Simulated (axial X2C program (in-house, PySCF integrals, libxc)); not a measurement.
# Density and ELF of CO⁻

Calculated with an in-house all-electron X2C program for linear molecules (integrals from PySCF). Spin-free means the one-electron spin-free X2C Hamiltonian. Basis: O dyall-av3z [7s6p3d2f], C dyall-av3z [8s7p3d2f] (cores contracted in-house); Gaussian nuclei, density fitting, unrestricted open shells. Masses: O 15.995 u, C 12.000 u.

PBE0, spin-free, state M_S = 1/2, Λ = 1 (beyond evenly filled blocks: π+α); O at z = 0, C at z = 1.149 Å.

The maps cover the half plane through the axis: z from -2.4 to 3.0 Å along the bond, ρ from 0.15 to 2.25 Å away from it.

log10 of the density in e/bohr³:

```
 ρ\z  -2.4  -1.8  -1.2  -0.6   0.0   0.6   1.2   1.8   2.4   3.0
0.15  -4.3  -3.1  -1.9  -0.6   0.7  -0.3   0.6  -0.8  -1.8  -2.8
0.45  -4.3  -3.2  -2.1  -0.9  -0.3  -0.6  -0.7  -1.0  -1.9  -2.8
0.75  -4.5  -3.4  -2.4  -1.4  -0.9  -1.1  -1.1  -1.4  -2.1  -3.0
1.05  -4.6  -3.7  -2.7  -1.9  -1.6  -1.6  -1.6  -1.8  -2.4  -3.1
1.35  -4.9  -4.0  -3.1  -2.5  -2.2  -2.1  -2.1  -2.2  -2.7  -3.3
1.65  -5.1  -4.3  -3.6  -3.0  -2.7  -2.6  -2.5  -2.6  -3.0  -3.4
1.95  -5.2  -4.6  -4.0  -3.5  -3.2  -3.0  -2.9  -3.0  -3.2  -3.4
2.25  -5.1  -4.8  -4.3  -3.9  -3.6  -3.3  -3.2  -3.2  -3.3  -3.4
```

Electron localisation function (collinear form, no current term, damped to 0 at low density):

```
 ρ\z  -2.4  -1.8  -1.2  -0.6   0.0   0.6   1.2   1.8   2.4   3.0
0.15  0.00  0.08  0.61  0.91  0.42  0.86  0.96  0.98  0.96  0.34
0.45  0.00  0.06  0.53  0.88  0.79  0.79  0.28  0.98  0.93  0.24
0.75  0.00  0.03  0.38  0.78  0.78  0.60  0.73  0.95  0.85  0.12
1.05  0.00  0.01  0.22  0.56  0.57  0.37  0.66  0.88  0.63  0.05
1.35  0.00  0.00  0.09  0.27  0.26  0.18  0.46  0.66  0.29  0.03
1.65  0.00  0.00  0.01  0.06  0.07  0.08  0.24  0.31  0.10  0.03
1.95  0.00  0.00  0.00  0.01  0.01  0.03  0.10  0.12  0.07  0.05
2.25  0.00  0.00  0.00  0.00  0.00  0.02  0.06  0.09  0.09  0.10
```

Axial spin density in 10⁻³ e/bohr³:

```
 ρ\z  -2.4  -1.8  -1.2  -0.6   0.0   0.6  1.2   1.8   2.4  3.0
0.15   0.0   0.0  -0.1   0.0  32.5  -0.5  9.8  -1.4  -0.3  0.0
0.45   0.0   0.0   0.0   1.1  12.7  -0.4  9.9   1.1   0.1  0.0
0.75   0.0   0.0   0.0   0.7   2.1  -0.2  4.9   1.9   0.3  0.1
1.05   0.0   0.0   0.0   0.2   0.1   0.1  2.3   1.6   0.5  0.2
1.35   0.0   0.0   0.0   0.0  -0.1   0.2  1.2   1.1   0.5  0.2
1.65   0.0   0.0   0.0   0.0   0.0   0.2  0.7   0.7   0.4  0.3
1.95   0.0   0.0   0.0   0.0   0.1   0.2  0.5   0.5   0.4  0.3
2.25   0.0   0.0   0.0   0.0   0.1   0.2  0.4   0.5   0.4  0.3
```

Occupations by symmetry block were frozen at the best pattern of an incomplete PBE0 search. The highest occupied level is positive at some bond lengths even in Hartree–Fock (under at least one Hamiltonian), so the basis set holds the extra electron there; where that holds at Re the anion is at best weakly bound and its constants depend on the basis. Other states lie close and PBE0, whose exact exchange favours high spin, may order them wrongly; the determinant shown need not be the ground state. The nearest other spin-free determinant of the search, M_S = 1/2, Λ = 0, lies 0.22 eV up at the distance of the search. Without a current term, density functionals place determinants with orbital angular momentum somewhat too high.
